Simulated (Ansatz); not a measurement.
Process, species as SMILES: C#N (CH-N) + H+ → C#[NH+]
B3LYP-D3(BJ)/def2-TZVP geometries, fixed; electronic energies without zero-point terms; positive where energy is released.

Effect of a fitting basis named in the input at PBE0/def2-TZVPP with Ansatz (a first-principles code), against the last row, where the proton affinity is 177.44 kcal/mol. The proton sits at the site shown, which need not be the one that binds it best. The default fits or decomposes integrals by the program's own choice; accuracy: high also tightens integrals, grids and stops.

```tsv
setting	largest shift of a total energy (mEh)	shift of the proton affinity (kcal/mol)
fitting: def2-SV(P)-JKFIT	-0.015	0.004
fitting: def2-universal-JKFIT	-0.015	0.004
fitting: cc-pVTZ-JKFIT	0.015	0.003
fitting: cc-pVQZ-JKFIT	-0.004	0.000
fitting: cc-pV5Z-JKFIT	-0.004	0.000
accuracy: high	-0.002	0.000
accuracy: medium (default)	0.000	0.000
```

Within 0.02 kcal/mol in the proton affinity: fitting: def2-SV(P)-JKFIT; fitting: def2-universal-JKFIT; fitting: cc-pVTZ-JKFIT; fitting: cc-pVQZ-JKFIT; fitting: cc-pV5Z-JKFIT; accuracy: high. The largest shift is 0.015 mEh in a total energy and 0.004 kcal/mol in the difference.
